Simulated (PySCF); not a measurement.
Molecule: SMILES C#CCC=O, C$_{4}$H$_{4}$O.

Bonds (- single, = double, # triple, : aromatic): C1#C2 1.211 Å, C2-C3 1.453 Å, C3-C4 1.521 Å, C4=O5 1.197 Å. C1 carries H6; C3 carries H7, H8; C4 carries H9.

Geometry PBE0-D3(BJ)/def2-SVP throughout; GIAO in PySCF, gas phase, one conformer, non-relativistic; equivalent atoms averaged; functional PBE0.

For orientation, cc-pVTZ gives these absolute shieldings σ: C4 -10.5, C1 109.8, C2 109.2, C3 151.2, O5 -346.8, H9 21.45, H7/H8 28.24, H6 29.32 ppm.

A run gave: C4 1.5, C1 124.2, C2 122.3, C3 159.3, O5 -300.4, H9 21.34, H7/H8 28.21, H6 29.29 ppm (absolute shieldings σ).

Which basis set was used in that run?
A. 6-311+G(2d,p)
B. def2-TZVP
C. IGLO-III
D. aug-cc-pVDZ
E. cc-pVDZ

## Answers

D. O5 tells them apart best: aug-cc-pVDZ gives -300.4, IGLO-III gives -358.9, def2-TZVP gives -348.0, 6-311+G(2d,p) gives -340.5, cc-pVDZ gives -322.3 ppm.
